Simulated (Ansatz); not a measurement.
System: diamond-structure Ge. Method: r²SCAN+rVV10 (Ansatz, a first-principles code, PAW).

Run with plane-wave cutoff 500 eV, 12×12×12 k mesh, Fermi–Dirac smearing 0.05 eV, scalar-relativistic PAW data made under PBE.

Computed at the level's own relaxed cell.

Give the computed volume per atom, equilibrium lattice constant a and band gap.


volume per atom: 22.61 Å³/atom
equilibrium lattice constant a: 5.656 Å
band gap: 0.45 eV (on the SCF k mesh)

Measured, for comparison: band gap 0.79 eV (measured zero-point renormalisation of 52 meV added back here; inputs from Miglio et al. (2020), arXiv:2011.12765); equilibrium volume per atom 22.47 Å³/atom, lattice constant a 5.644 Å (static lattice: zero-point anharmonic expansion removed; as tabulated in Mejia-Rodriguez and Trickey (2018), arXiv:1807.09216). Computed (rounded) less measured: equilibrium volume per atom +0.6 %, lattice constant a +0.2 %.

Spin–orbit coupling is not included.

Static lattice: no zero-point or thermal effects.

Computing time: roughly 20 core-seconds.
